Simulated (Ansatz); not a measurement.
Process, species as SMILES: FC=[CH] → 2 C atom + F atom + 2 H atom
B3LYP-D3(BJ)/def2-TZVP geometries, fixed; electronic energies without zero-point terms.

Basis-set convergence of the atomisation energy at B3LYP with Ansatz (an electronic-structure program). All functions are spherical. The program fits the integrals of some runs and decomposes those of others, by size. Open shells are unrestricted. No added dispersion term, no relativity. Functions are those of the species that has most. Reference: the value in aug-pcseg-3, 452.72 kcal/mol, itself unsure by roughly 0.19 kcal/mol (its mean distance from aug-cc-pVQZ, cc-pV5Z, def2-QZVPPD). Deviations are taken from unrounded values.

```csv
basis,functions,atomisation energy (kcal/mol),minus reference (kcal/mol)
pcseg-0,31,428.77,-23.95
pcseg-1,52,445.00,-7.72
aug-cc-pVDZ,87,443.53,-9.20
aug-pcseg-1,87,447.13,-5.59
pcseg-2,118,452.22,-0.50
jun-cc-pV(T+d)Z,145,451.51,-1.21
aug-cc-pVTZ,184,451.66,-1.06
aug-pcseg-2,184,452.71,-0.02
pcseg-3,246,452.69,-0.04
aug-cc-pVQZ,332,452.68,-0.04
aug-pcseg-3,353,452.72,0.00
```

The smallest set listed that lies within 2 kcal/mol of the reference with all its larger relatives (same family, alike in diffuse functions; a set with none counts only in the reference's own line) is pcseg-2 (118 functions, -0.50 kcal/mol off).
